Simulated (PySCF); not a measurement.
**What each rung costs, and what it gives**

Saddle point of Si2H6O, closed shell (Si₂H₄ ([SiH][SiH3]) + H₂O → Si₂H₆O ([OH][SiH2][SiH3]); bonds formed: Si1–H3; dative contacts that become bonds: Si1–O4; bonds broken: H3–O4), PBE0-D4/def2-TZVP structure:

| atom | x (Å) | y (Å) | z (Å) |
| --- | --- | --- | --- |
| Si1 | -0.1750 | 1.0161 | 0.0623 |
| Si2 | 1.2138 | -0.8306 | 0.4790 |
| H3 | -0.8435 | 1.5218 | -1.3354 |
| O4 | -1.4086 | 0.3934 | -1.2559 |
| H5 | -1.0442 | 1.0868 | 1.2855 |
| H6 | 0.4150 | -2.0437 | 0.8159 |
| H7 | 2.0646 | -1.1385 | -0.7011 |
| H8 | 2.1055 | -0.5101 | 1.6290 |
| H9 | -2.3275 | 0.5048 | -0.9794 |

Barriers are electronic and count from the start structure reached by relaxing down the imaginary mode.

PySCF 2.14 with density fitting (its default auxiliary sets; JK sets also for MP2 and CCSD(T)); basis: as named in each row; cores frozen in the correlated methods. B3LYP uses VWN-RPA correlation. Extrapolation: Hartree–Fock as exp(−7.88 √X), correlation as X^−2.97.

Times are rough, for one single point on 4 threads of a shared host (Arm Neoverse V1).

The estimate by CCSD(T) at an estimated basis limit (MP2 extrapolated from triple and quadruple zeta, plus CCSD(T) − MP2 in triple zeta) is 1.029 eV.

```json
{"method": "HF", "basis": "STO-3G", "time (s)": "under 1", "barrier (eV)": "2.042", "method less estimate": "1.013"}
{"method": "B3LYP-D4", "basis": "6-31G", "time (s)": "2", "barrier (eV)": "1.203", "method less estimate": "0.173"}
{"method": "PBE0-D4", "basis": "def2-SVP", "time (s)": "4", "barrier (eV)": "1.011", "method less estimate": "-0.018"}
{"method": "PBE-D4", "basis": "def2-SVP", "time (s)": "4", "barrier (eV)": "0.785", "method less estimate": "-0.245"}
{"method": "MP2", "basis": "def2-QZVPP", "time (s)": "5", "barrier (eV)": "0.946", "method less estimate": "-0.083"}
{"method": "SPW92", "basis": "def2-TZVPP", "time (s)": "9", "barrier (eV)": "0.681", "method less estimate": "-0.349"}
{"method": "CCSD(T)", "basis": "def2-SVP", "time (s)": "10", "barrier (eV)": "1.197", "method less estimate": "0.167"}
{"method": "PBE0-D4", "basis": "def2-TZVPP", "time (s)": "11", "barrier (eV)": "0.952", "method less estimate": "-0.077"}
{"method": "B3LYP-D4", "basis": "def2-TZVPP", "time (s)": "11", "barrier (eV)": "0.968", "method less estimate": "-0.062"}
{"method": "BHLYP-D4", "basis": "def2-TZVPP", "time (s)": "11", "barrier (eV)": "1.198", "method less estimate": "0.168"}
{"method": "PBE-D4", "basis": "def2-TZVPP", "time (s)": "12", "barrier (eV)": "0.753", "method less estimate": "-0.276"}
{"method": "r2SCAN-D4", "basis": "def2-TZVPP", "time (s)": "28", "barrier (eV)": "0.782", "method less estimate": "-0.247"}
{"method": "wB97M-V", "basis": "def2-TZVPP", "time (s)": "180", "barrier (eV)": "1.106", "method less estimate": "0.076"}
{"method": "CCSD(T)", "basis": "def2-TZVPP", "time (s)": "310", "barrier (eV)": "1.061", "method less estimate": "0.032"}
```

All methods are single points on the PBE0-D4 structures.

The T1 diagnostic stays at or below 0.016. The restricted Hartree–Fock reference is unstable towards an unrestricted one at one or more of these structures.

Losses and insertions of silylenes and their heavier kin drive the gas-phase chemistry of silicon and germanium vapour deposition.

Labels in which every atom is bracketed show which atoms are joined, not bond orders.
